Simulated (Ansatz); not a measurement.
# HSCl (triplet): wave-function methods side by side at distance Cl1–H2 along a hydrogen transfer = 1.279 Å, cc-pVDZ

The task here is to estimate one member of a computed series from the others.

Computed with Ansatz 0.2.0, Gaussian basis. Level: cc-pVDZ, core rule «outside noble gas», up to 10 orbitals frozen.

Plan: UHF; CCSD(T) on ROHF; CCSD(T) on UHF; BCCD(T) on ROHF; CISD; CCSDT(Q) on ROHF; CCSDT(Q) on UHF; CASSCF and MRCISD+Q, 4 electrons in 4 orbitals; CASSCF and NEVPT2, 4 electrons in 4 orbitals; CASSCF and MRCISD+Q, 14 electrons in 9 orbitals; CASSCF and NEVPT2, 14 electrons in 9 orbitals.

5 further runs of the same task are left out: 5 that didn't finish.

**The geometry**

The geometry derives from fragments relaxed apart (PBE0/def2-TZVP) and kept rigid, so it is no stationary point. A hydrogen atom is moved between rigid fragments.

3 atoms, charge 0, spin multiplicity 3.

Atoms are counted from 1 here; the program's logs count them from 0.

Bond lengths: Cl1–H2 1.279 Å.

Set-up of the first run:

in.yaml

```yaml
crystal:
  periodic: [false, false, false]
  atoms:
    - {symbol: Cl, position_ang: [0.000000, 0.000000, -1.421933]}
    - {symbol: H, position_ang: [0.000000, 0.000000, -0.143133]}
    - {symbol: S, position_ang: [0.000000, 0.000000, 1.565067]}
basis:
  gaussian: {orbitals: cc-pVDZ}
magnetization: {spin_polarized: true, initial_magnetization: 2}
hamiltonian: {xc: hf}
output: {orbitals: {seedname: orbitals}}
```

The run is started by

```
$ ansatz run in.yaml --threads 1 --pin off --events-out ev --progress --plain --max-ram 2393MiB
```

Steps of the session up to this table: UHF; CCSD(T) on ROHF; CCSD(T) on UHF; BCCD(T) on ROHF; CISD; CCSDT(Q) on ROHF; CCSDT(Q) on UHF; CASSCF and MRCISD+Q, 4 electrons in 4 orbitals; CASSCF and NEVPT2, 4 electrons in 4 orbitals; CASSCF and MRCISD+Q, 14 electrons in 9 orbitals; CASSCF and NEVPT2, 14 electrons in 9 orbitals.

One table of the session follows, with a row left open; its other results are not shown here.

It belongs to the step «Misses and costs». 

```
          method  from UCCSDT(Q) (meV)
            ROHF               +7705.9
             UHF               +7573.5
            RMP2               +1013.8
            UMP2               +1036.7
            CISD                +753.4
           RCCSD                +157.2
           UCCSD                +153.8
        RCCSD(T)                 +28.9
        UCCSD(T)                 +27.8
         BCCD(T)                 +28.1
          RCCSDT                 +12.2
          UCCSDT                 +11.8
       RCCSDT(Q)                     ?
       UCCSDT(Q)                     0
  CASSCF valence               +7274.8
  NEVPT2 valence               +1545.9
  MRCISD valence                +675.5
MRCISD+Q valence                 +30.3
```

Estimate the missing values for RCCSDT(Q).

The run gave: from UCCSDT(Q) (meV): +0.5. In the column «from UCCSDT(Q) (meV)» it lies between UCCSDT(Q) (0) and UCCSDT (+11.8).

Not comparable, so not listed: CASSCF and NEVPT2, 4 electrons in 4 orbitals (they don't share determinant, frozen orbitals or solution with the rows shown, or repeat one).

Caveats from the session: Left out of the table: CASSCF pair, MRCISD pair, MRCISD+Q pair (the active space lost an orbital or holds another state than full CI finds). Restricted and unrestricted rows rest on different reference determinants; where their highest levels disagree by more than a few hundredths of an eV, they describe different states and don't form one ladder. Warnings in the runs' records: passed over end.
